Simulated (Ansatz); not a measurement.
Gas-phase electronic energies from Ansatz, PBE0-D4/def2-TZVP geometries. CCSD(T)/CBS adds triple-zeta CCSD(T) − MP2 to the extrapolated MP2 energy (def2 sets, frozen cores). This one scheme is used for every species. One conformer a species, not always the lowest.

`C=NC(C)F` → `C=NC` + `[CH]F`  (formal loss of a carbene)

| species | CCSD(T)/CBS(def2) energy (Eh) |
| --- | --- |
| `C=NC(C)F` | -272.23600 |
| `C=NC` | -133.77870 |
| `[CH]F` | -138.29972 |

Work out ΔE.

ΔE = (-133.77870) + (-138.29972) − (-272.23600) = 0.15758 Eh = +98.9 kcal/mol.

Largest T1 diagnostic among the species: 0.018.

Leaving LDA and LC-ωPBE aside and taking each functional with its dispersion term where it has one, the values, not all of them listed here, spread over 11.0 kcal/mol, from BLYP-D4 to r2SCAN0-D4. LDA lies +15.7 kcal/mol from PBE without D4. From BLYP to BHLYP (50 % exact exchange), in def2-TZVPP and without D4, ΔE moves by +6.9 kcal/mol. In def2-TZVPP, CCSD(T) changes the Hartree–Fock value by +9.3 kcal/mol (the triples alone add +0.7 kcal/mol) and MP2 by +16.0 kcal/mol.
